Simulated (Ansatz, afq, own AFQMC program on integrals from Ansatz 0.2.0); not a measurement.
**Where AFQMC and coupled cluster stand for AlNH₂, singlet**

```xyz
4

Al    0.0000    0.0000    0.6865
N     0.0000    0.0000   -1.0849
H     0.0000    0.8334   -1.6498
H     0.0000   -0.8334   -1.6498
```

Connectivity, by distances: Al–NH2.

Basis cc-pVDZ. Noble-gas cores (and the filled d shells of Ga–Kr and In–Xe) are frozen. AFQMC by an in-house program on the Cholesky factors that Ansatz 0.2.0 writes for its CCSD(T) run. ph-AFQMC/CISD is guided by a CISD state made of CCSD amplitudes; releasing the constraint for a short imaginary time cuts its bias at the price of noise, slowly where states lie close. Uncertainties: one standard error, sampling alone.

Determinant: RHF, the one that the program's search chose, which needn't be the lowest solution. The geometry is a PBE0/def2-TZVP stationary point of this or a neighbouring charge and spin state.

No full CI on the walks' own integrals is used here; CCSDTQ serves as the reference and is uncertain by about the last step of the cluster series.

```
T1 diagnostic                               : 0.0161
weight of the determinant in the CISD state : 0.877
size of the correlated space                : 10 electrons in 36 orbitals
```

| level | correlation energy (eV) |
| --- | --- |
| MP2 | -6.0724 |
| CCSD | -6.7108 |
| CCSD(T) | -6.8867 |

(1) Estimate where AFQMC with the constraint released lies against CCSD(T) on the same integrals.

(1) 2.8 ± 0.3 kJ/mol below CCSD(T).

Reference: CCSDTQ, correlation energy -6.918 eV. The released energy is read at 2.40 1/Eh (meV from the phaseless value at times in 1/Eh: -3 ± 3 at 0.24, -1 ± 3 at 0.51, 0 ± 5 at 0.99, -4 ± 3 at 1.62, 0 ± 4 at 2.40).

```json
{"level": "CCSD(T)", "E − E(reference) (kJ/mol)": "3.0", "share of correlation (%)": "99.55"}
{"level": "CCSDT", "E − E(reference) (kJ/mol)": "1.6", "share of correlation (%)": "99.77"}
{"level": "CCSDT(Q)", "E − E(reference) (kJ/mol)": "-0.2", "share of correlation (%)": "100.02"}
{"level": "ph-AFQMC/CISD", "E − E(reference) (kJ/mol)": "0.2 ± 0.3", "share of correlation (%)": "99.97"}
{"level": "released AFQMC", "E − E(reference) (kJ/mol)": "0.2 ± 0.3", "share of correlation (%)": "99.97"}
```

CCSDT and higher add their correlation energy to the determinant of the CCSD(T) run, since their own runs factorise the integrals more tightly (a shift of under 2 meV). A walk keeps the symmetry of its determinant, which the program's search chose and which needn't be the lowest solution, so a lower state of the same spin and another symmetry isn't excluded. Released energies are given only where the last usable release times agree within the noise; a slower fall can still hide under it.
